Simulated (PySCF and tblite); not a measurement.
C₄H₆O, numbered as in [CH2:1]=[CH:2][O:3][CH:4]=[CH2:5].

Geometries PBE0-D3(BJ)/def2-SVP; weights from CAM-B3LYP-D3(BJ)/def2-TZVP energies and GFN2-xTB thermal corrections, with symmetry numbers and mirror pairs. Conformers within 3 kcal/mol (GFN2-xTB free energy) were kept, 8 at most. GIAO shieldings: mPW1PW91/pcSseg-2. Shifts are against TMS (¹H), TMS (¹³C) at the same level. Codes: tblite and PySCF.

Torsions listed: C1–C2–O3–C4, C2–O3–C4–C5. Of a mirror pair one member is shown.

```csv
conformer,shape,weight %,dipole D
1,"151°, -18°",71.9,0.74
2,"179°, -179°",27.9,1.29
3,"22°, 22°",0.2,0.35
```

Question: How does the computed dipole moment compare with the measured one in the gas phase?

Answer: Computed: 0.74 D in the leading conformer, 0.93 D as root mean square over the ensemble. Measured: 0.782 D (NIST CCCBDB Release 22 (SRD 101), experimental dipoles), which may belong to one conformer.
